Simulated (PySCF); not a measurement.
NaH: frontier orbitals

RHF at R = 1.888 Å; Na def2-SVPD, H def2-SVPD; no relativity (PySCF 2.14). State: ¹Σ⁺ (singlet), closed shell. Only the outer orbitals are listed, counted within each symmetry.

| orbital | occ. | ε (eV) | on Na (%) | main shells (%) |
| --- | --- | --- | --- | --- |
| 1π | 2 | -41.26 | 100 | 100 Na p |
| 1π | 2 | -41.26 | 100 | 100 Na p |
| 3σ | 2 | -41.19 | 100 | 100 Na p |
| 4σ | 2 | -7.38 | 27 | 73 H s, 20 Na s |
| 5σ | 0 | -0.04 | 98 | 51 Na s, 47 Na p |
| 2π | 0 | 0.94 | 101 | 101 Na p |
| 2π | 0 | 0.94 | 101 | 101 Na p |

Q: Which are the highest filled and the lowest empty level, where do they sit, and how wide is the gap?

A: Highest filled 4σ at -7.38 eV (in %: 73 H s, 20 Na s); lowest empty 5σ at -0.04 eV (in %: 51 Na s, 47 Na p); the gap at RHF is 7.34 eV.

- bond order (Mayer): 0.78
- ⟨S²⟩: 0.000
- charge on Na (Mulliken, basis-dependent): 0.47
- charge on Na (Löwdin, basis-dependent): 0.30
- dipole moment (positive dipole means Na(−)H(+)): -7.03 D
- polarisability along the bond: 34.2 bohr³
- polarisability across the bond: 32.5 bohr³

Shares are Mulliken populations and can fall outside 0 to 100 %.
